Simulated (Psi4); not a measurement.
# SiH4 (silane) at CCSD(T)/STO-3G (sweep point 1)

What is the vertical ionisation energy of SiH4 (silane) at CCSD(T)/STO-3G (sweep point 1)? 

The results are computed with Psi4 1.11.

### 1 The structure to begin with

SiH4: 5 atoms, total charge 0, spin state singlet. As SMILES, `[SiH4]`. The coordinates come from a PBE0-D4/def2-TZVP relaxation.

Bond lengths: Si1–H2 1.485 Å, Si1–H3 1.485 Å, Si1–H4 1.485 Å, Si1–H5 1.485 Å. Angles: H2–Si1–H3 109.5°, H2–Si1–H4 109.5°, H2–Si1–H5 109.5°, H3–Si1–H4 109.5°, H3–Si1–H5 109.5°, H4–Si1–H5 109.5°.

### 2 The energy at CCSD(T)/STO-3G (sweep point 1)

input.dat

```
memory 1600 mb

molecule {
  0 1
  Si     0.00000000     0.00000000    -0.00018897
  H      1.82849900    -1.30088746     1.68355700
  H     -2.51522547     0.08484870     1.23966034
  H     -0.19861022    -1.39896425    -2.42376273
  H      0.88533669     2.61500301    -0.49926564
  units bohr
  symmetry c1
}

set globals {
  reference rhf
  puream true
  scf_type pk
  num_frozen_docc 5
}

energy_value = energy("ccsd(t)/STO-3G")
```

Started as:

```console
$ psi4 input.dat output.dat -n 1
```

output.dat, cut to the lines that bear on the results:

```text
[...]
  Running in c1 symmetry.
[...]
  Nuclear repulsion =   21.270588284971325
[...]
  Multiplicity = 1
[...]
  Nalpha       = 9
  Nbeta        = 9
[...]
    Number of basis functions: 13
[...]
   @RHF iter   1:  -287.90675645046258   -1.42552e+00   4.32650e-03 ADIIS/DIIS
[...]
   @RHF iter   6:  -287.90906906733710   -3.41061e-13   9.12916e-10 DIIS
[...]
    Orbital Energies [Eh]
    ---------------------
    Doubly Occupied:
       1A    -67.971194     2A     -5.954143     3A     -3.979457
       4A     -3.979456     5A     -3.979456     6A     -0.686887
       7A     -0.420374     8A     -0.420347     9A     -0.420327
[...]
  @RHF Final Energy:  -287.90906906733710
   => Energetics <=
    Nuclear Repulsion Energy =             21.2705882849713248
    One-Electron Energy =                -442.7360324160025584
    Two-Electron Energy =                 133.5563750636941336
    Total Energy =                       -287.9090690673371000
[...]
 Multipole Moments:
 ------------------------------------------------------------------------------------
     Multipole            Electronic (a.u.)      Nuclear  (a.u.)        Total (a.u.)
 ------------------------------------------------------------------------------------
 L = 1.  Multiply by 2.5417464519 to convert [e a0] to [Debye]
 Dipole X            :          0.0000029            0.0000000            0.0000029
 Dipole Y            :          0.0000170            0.0000000            0.0000170
 Dipole Z            :         -0.0006633            0.0004094           -0.0002539
 Magnitude           :                                                    0.0002545
[...]
      * MP2 total energy                      = -287.955675626882908
[...]
      * CCSD total energy                     = -287.979596214828348
[...]
      * CCSD(T) total energy                  = -287.979966796146300
[...]
```

It took 3.6 s on 1 thread of Intel Xeon Platinum 8175M at 2.50GHz (Skylake/Cascade Lake), shared host; peak memory 0.18 GiB.

### 3 The doublet cation

job.in

```
memory 1600 MB

molecule {
  1 2
  Si     0.00000000     0.00000000    -0.00018897
  H      1.82849900    -1.30088746     1.68355700
  H     -2.51522547     0.08484870     1.23966034
  H     -0.19861022    -1.39896425    -2.42376273
  H      0.88533669     2.61500301    -0.49926564
  units au
  symmetry c1
}

set reference uhf
set puream true
set scf_type pk
set num_frozen_docc 5
set maxiter 150

energy("ccsd(t)/STO-3G")
```

Started as:

```console
$ psi4 -n 1 job.in job.out
```

job.out, cut to the lines that bear on the results:

```text
[...]
  Running in c1 symmetry.
[...]
  Nuclear repulsion =   21.270588284971325
[...]
  Multiplicity = 2
[...]
  Nalpha       = 9
  Nbeta        = 8
[...]
    Number of basis functions: 13
[...]
   @UHF iter   1:  -287.48016772990951   -9.98932e-01   1.28453e-02 DIIS/ADIIS
[...]
   @UHF iter  20:  -287.51405736773819    5.68434e-14   3.77582e-09 DIIS
[...]
   @S^2 Observed:                8.002829499E-01
[...]
    Orbital Energies [Eh]
    ---------------------
    Alpha Occupied:
       1A    -68.352949     2A     -6.329305     3A     -4.361694
       4A     -4.352353     5A     -4.349994     6A     -1.048987
       7A     -0.858276     8A     -0.761265     9A     -0.703567
    Alpha Virtual:
      10A      0.127446    11A      0.157216    12A      0.244126
      13A      0.247707
    Beta Occupied:
       1A    -68.353040     2A     -6.329867     3A     -4.356656
[...]
  @UHF Final Energy:  -287.51405736773819
   => Energetics <=
    Nuclear Repulsion Energy =             21.2705882849713248
    One-Electron Energy =                -436.3566016669944929
    Two-Electron Energy =                 127.5719560142849787
    Total Energy =                       -287.5140573677381894
  UHF NO Occupations:
  HONO-2 :    7  A 1.9997785
  HONO-1 :    8  A 1.9748342
[...]
 Multipole Moments:
 ------------------------------------------------------------------------------------
     Multipole            Electronic (a.u.)      Nuclear  (a.u.)        Total (a.u.)
 ------------------------------------------------------------------------------------
 L = 1.  Multiply by 2.5417464519 to convert [e a0] to [Debye]
 Dipole X            :         -0.1312789            0.0000000           -0.1312789
 Dipole Y            :         -0.2321058            0.0000000           -0.2321058
 Dipole Z            :          0.5576365            0.0004094            0.5580458
 Magnitude           :                                                    0.6184839
[...]
      * MP2 total energy                      = -287.554681814845821
[...]
      * CCSD total energy                     = -287.581363754547908
[...]
      * CCSD(T) total energy                     = -287.582016719834371
[...]
```

It took 5.4 s on 1 thread of Intel Xeon Platinum 8175M at 2.50GHz (Skylake/Cascade Lake), shared host; peak memory 0.18 GiB.

### 4 Summary of results

At CCSD(T)/STO-3G (sweep point 1), 5 core orbitals frozen:

| quantity | value |
| --- | --- |
| singlet SiH4: total energy | -287.97997 Eh |
| singlet SiH4: HOMO energy (Hartree–Fock orbitals) | -11.44 eV |
| singlet SiH4: LUMO energy (Hartree–Fock orbitals) | 14.05 eV |
| singlet SiH4: HOMO–LUMO gap (Hartree–Fock orbitals) | 25.49 eV |
| singlet SiH4: correlation energy (5 core orbitals frozen) | -70.9 mEh |
| singlet SiH4: (T) correction | -0.37 mEh |
| singlet SiH4: T1 diagnostic | 0.004 |
| doublet cation: total energy | -287.58202 Eh |
| doublet cation: HOMO energy (Hartree–Fock orbitals) (highest over α and β) | -18.73 eV |
| doublet cation: LUMO energy (Hartree–Fock orbitals) (lowest over α and β) | -10.07 eV |
| doublet cation: correlation energy (5 core orbitals frozen) | -68.0 mEh |
| doublet cation: (T) correction | -0.65 mEh |
| doublet cation: ⟨S²⟩ of the reference determinant | 0.800 |
| doublet cation: T1 diagnostic | 0.022 |
| vertical ionisation energy (to the doublet cation) | 10.829 eV |

**Reading.** Removing an electron at fixed nuclei costs 10.83 eV (250 kcal/mol). In a minimal basis such a difference can be off by several eV, whatever the method. The triples (singlet SiH4) make up 0.5 % of the correlation energy. The triples (doublet cation) make up 1.0 % of the correlation energy.
